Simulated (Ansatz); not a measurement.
Pyrite PtSb2, treated with B3LYP (VWN-RPA form) (Ansatz, a first-principles code, plane waves, PAW).

Numerical settings: plane-wave cutoff 460 eV, 4×4×4 k mesh, Fermi–Dirac smearing 0.01 eV, scalar-relativistic PAW data made under PBE.

Cell (measured lattice):

```cif
data_Pt4Sb8
_chemical_formula_sum 'Sb8 Pt4'
_space_group_name_H-M_alt 'Pa-3'
_space_group_IT_number 205
_space_group_name_Hall '-P 2ac 2ab 3'
_cell_length_a 6.44000
_cell_length_b 6.44000
_cell_length_c 6.44000
_cell_angle_alpha 90.000
_cell_angle_beta 90.000
_cell_angle_gamma 90.000
loop_
_atom_site_label
_atom_site_type_symbol
_atom_site_symmetry_multiplicity
_atom_site_Wyckoff_symbol
_atom_site_fract_x
_atom_site_fract_y
_atom_site_fract_z
_atom_site_occupancy
Sb1 Sb 8 c 0.37456 0.37456 0.37456 1
Pt1 Pt 4 a 0.00000 0.00000 0.00000 1
```

Task: Predict the band gap, smallest direct gap on the k points sampled and Γ–Γ gap.

Result: 
- band gap = 0.47 eV (on the SCF k mesh)
- smallest direct gap on the k points sampled = 0.82 eV
- Γ–Γ gap = 1.05 eV

Note: cell and atoms aren't relaxed at this level (largest force component 0.16 eV/Å, pressure 8.4 GPa).

Spin–orbit coupling is not included; with these elements it can move the gap by several tenths of an eV or more.

The computed numbers hold no vibrational or temperature effects.
